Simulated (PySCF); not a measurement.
Threshold energies of AlF in a plasma

PBE0 in PySCF with def2-TZVPPD on every atom, for the lowest determinant that a PBE0 search found; no spin–orbit coupling.

| species | state (unpaired electrons) | Re (Å) | ωe (cm⁻¹) | energy of the minimum from the neutral (eV) | De (eV) | dissociates to |
| --- | --- | --- | --- | --- | --- | --- |
| AlF | singlet (closed shell) | 1.665 | 780 | 0.00 | 6.77 | Al + F |
| AlF⁺ | doublet (σ ↑) | 1.601 | 935 | 9.56 | 3.29 | Al⁺ + F |

Q: Work out the lowest energy to break AlF into atoms, from its vibrational ground state.

A: D0 = De − ωe/2 = 6.77 − 0.05 = 6.72 eV (PBE0/def2-TZVPPD).

Q: Work out the ionisation energy of the Al atom at this level and the threshold of dissociative ionisation.

A: IE(Al) = 9.56 + 3.29 − 6.77 = 6.08 eV, so Al⁺ + F + e⁻ appears at D0 + IE(Al) = 12.80 eV (PBE0/def2-TZVPPD). The measured IE(Al) is 5.986 eV (NIST ASD).

These are thermodynamic thresholds; the onsets seen under electron impact lie higher where the geometry changes, and cross-sections peak well above them.

For an ion De counts to the pair picked by the measured ionisation energies or electron affinities, which need not be the lowest pair at this level. States were picked by a PBE0 search and need not be the measured ground states.
